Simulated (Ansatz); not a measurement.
# A cut through the energy surface

CH4ClSi (SMILES [SiH2+]CCl) (charge +1), singlet, at its PBE0-D4/def2-TZVP minimum:

Si1  (-0.747, 0.298, -0.641)
C2  (0.615, -0.104, 0.516)
Cl3  (0.731, -1.840, 0.762)
H4  (-1.583, -0.774, -1.206)
H5  (-1.019, 1.700, -1.018)
H6  (0.446, 0.419, 1.469)
H7  (1.557, 0.301, 0.119)
(Å)

The angle H5–Si1–H4 (119.2° at the minimum) is set to the values below, H5, with anything bonded beyond it, turning rigidly in the plane of the angle. Each method's energies count from its own value at the PBE0-D4 minimum structure. Ansatz 0.2.0; basis: def2-TZVPP; cores frozen in the correlated methods. B3LYP uses VWN-RPA correlation.

```json
{"angle (°)": "101.2", "CCSD(T) (kJ/mol)": "22.0", "PBE-D4 (kJ/mol)": "20.2", "wB97M-V (kJ/mol)": "22.0"}
{"angle (°)": "105.7", "CCSD(T) (kJ/mol)": "?", "PBE-D4 (kJ/mol)": "11.3", "wB97M-V (kJ/mol)": "12.4"}
{"angle (°)": "110.2", "CCSD(T) (kJ/mol)": "5.4", "PBE-D4 (kJ/mol)": "5.0", "wB97M-V (kJ/mol)": "5.5"}
{"angle (°)": "114.7", "CCSD(T) (kJ/mol)": "1.3", "PBE-D4 (kJ/mol)": "1.2", "wB97M-V (kJ/mol)": "1.4"}
{"angle (°)": "119.2", "CCSD(T) (kJ/mol)": "0.0", "PBE-D4 (kJ/mol)": "0.0", "wB97M-V (kJ/mol)": "0.0"}
{"angle (°)": "123.7", "CCSD(T) (kJ/mol)": "?", "PBE-D4 (kJ/mol)": "1.3", "wB97M-V (kJ/mol)": "1.3"}
{"angle (°)": "128.2", "CCSD(T) (kJ/mol)": "5.6", "PBE-D4 (kJ/mol)": "5.2", "wB97M-V (kJ/mol)": "5.3"}
{"angle (°)": "132.7", "CCSD(T) (kJ/mol)": "?", "PBE-D4 (kJ/mol)": "11.8", "wB97M-V (kJ/mol)": "12.0"}
{"angle (°)": "137.2", "CCSD(T) (kJ/mol)": "22.4", "PBE-D4 (kJ/mol)": "20.9", "wB97M-V (kJ/mol)": "21.5"}
```

Q: Fill in the withheld CCSD(T) values. (An estimate is asked for; the value comes from the calculation.)

A: By the calculation: 12.3 kJ/mol at 105.7°; 1.4 kJ/mol at 123.7°; 12.5 kJ/mol at 132.7°. These count from the CCSD(T) energy at the PBE0-D4 minimum.

Largest difference from the CCSD(T) curve over the scan: r2SCAN-D4 0.9; PBE0-D4 0.8; B3LYP-D4 0.4; HF 3.5 kJ/mol. Each curve counts from its own value at the minimum.

The T1 diagnostic stays at or below 0.011.

For scale, one of the runs: CCSD(T)/def2-TZVPP, 171 basis functions (an equivalent command: `ansatz run in.yaml --threads 2`). Time: 21 s of wall clock on 2 CPU threads; the host was shared. Peak host memory: 1.3 GiB.
